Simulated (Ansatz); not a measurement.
Input for Ansatz (development build ahead of 0.2.0):

```yaml
crystal:
  periodic: [false, false, false]
  atoms:
    - { symbol: F, position_ang: [0.0, 0.0, 0.0] }
    - { symbol: S, position_ang: [0.0, 1.2415, 0.9527] }
    - { symbol: S, position_ang: [0.0, -1.2415, 0.9527] }
basis:
  gaussian: { orbitals: pcseg-2 }
magnetization:
  spin_polarized: true
  initial_magnetization: 3
hamiltonian:
  xc: { name: wB97X }
```

The input is written out in the form of the current development build from the run's settings.

Output:

- Converged: yes
- Total energy: -895.95149 hartree
- Spin squared of the determinant: 3.760
- Stability test: minimum

Caution: other spin multiplicities may lie lower.
